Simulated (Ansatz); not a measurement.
# H4O2Si: the cost of one run

All numbers below are computed with Ansatz 0.2.0 (RKS PBE-D4/def2-SVP).

## Step 1: The system as given

Bond lengths: Si1–H2 1.460 Å, Si1–O3 1.680 Å, O3–H4 1.010 Å, Si1–O5 1.679 Å, O5–H6 1.010 Å, Si1–H7 1.459 Å. Angles: H2–Si1–O3 109.4°, H2–Si1–O5 109.5°, H2–Si1–H7 109.5°, O3–Si1–O5 109.5°, O3–Si1–H7 109.5°, O5–Si1–H7 109.5°, Si1–O3–H4 109.5°, Si1–O5–H6 109.5°.

Structure file:

```xyz
7

Si    0.0000    0.0000    0.0000
H     0.0000    0.0000    1.4600
O     1.5842    0.0000   -0.5594
H     1.9006   -0.9521   -0.6761
O    -0.7913    1.3709   -0.5594
H    -1.7491    1.1401   -0.7818
H    -0.6877   -1.1914   -0.4862
```

## Step 2: Relaxing the start

Input file input.yaml:

```yaml
crystal:
  periodic: [false, false, false]
  atoms:
    - { symbol: Si, position_ang: [0.0, 0.0, 0.0] }
    - { symbol: H, position_ang: [0.0, 0.0, 1.46] }
    - { symbol: O, position_ang: [1.5842, 0.0, -0.5594] }
    - { symbol: H, position_ang: [1.9006, -0.9521, -0.6761] }
    - { symbol: O, position_ang: [-0.7913, 1.3709, -0.5594] }
    - { symbol: H, position_ang: [-1.7491, 1.1401, -0.7818] }
    - { symbol: H, position_ang: [-0.6877, -1.1914, -0.4862] }
basis:
  gaussian: { orbitals: def2-SVP }
hamiltonian:
  xc: pbe
  dispersion: d4
relax:
  f_tol: 0.02
  max_steps: 40
output:
  orbitals: {}
```

Started as:

```
ansatz run input.yaml --threads 1 --pin off --max-ram 2048MiB --backend cpu --events-out ev --progress --plain --runs-dir out
```

Q: Estimate wall time and peak memory on 1 thread of AMD EPYC 9R45 (Zen 5), shared host.

About 10 s, with a peak of 0.12 GiB.
